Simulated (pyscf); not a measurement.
H₂As–AsH₂ (SMILES [AsH2][AsH2]) + GaH₃ (SMILES [GaH3]) → H₂Ga–AsH–AsH₂ (SMILES [GaH2][AsH][AsH2]) + H₂ (SMILES [H][H]) (four-centre exchange; singlet surface; As–H, Ga–H broken, As–Ga, H–H formed). Optimised with ωB97X-D3(BJ)/def2-SVP in PySCF. Rate constants from transition-state theory, ωB97M-D3(BJ)/def2-TZVP energies (ideal gas, 1 atm, RRHO with modes under 100 cm⁻¹ raised to 100, one conformer, R ln 2 for chiral ones without a mode under 150 cm⁻¹; no tunnelling), k in cm³ molecule⁻¹ s⁻¹.

| T (K) | 1000/T | log10 k |
|---|---|---|
| 298 | 3.354 | -26.69 |
| 600 | 1.667 | ? |
| 900 | 1.111 | -17.26 |
| 1200 | 0.833 | -15.89 |

### Question
Fit an Arrhenius line to the three values, give the activation energy, and predict k at 600 K.

### Answer
Least squares gives log10 k = -12.43 − 4.25 × 1000/T, so Ea = 4.25 × ln 10 × 1.987 = 19.4 kcal/mol, against an electronic barrier of 17.0. At 600 K the line gives -19.51; the computed value is -19.76 (ΔG‡ = 37.8 kcal/mol), a factor 1.8 under the line, since the plot is curved. On the reactant side the descent ends in a complex, 5.9 kcal/mol under the separated species and 17.9 kcal/mol under the saddle at ωB97X-D3(BJ)/def2-TZVP. At the saddle there is also a short Ga–H contact that neither side keeps. At ωB97X-D3(BJ)/def2-TZVP the barrier from the zero used here is 12.0 kcal/mol. H₂Ga–AsH–AsH₂ is closed by a dative As–Ga contact. One saddle was located; it need not be the lowest between these sides. Elements up to Kr have no core potential and no relativistic terms here.
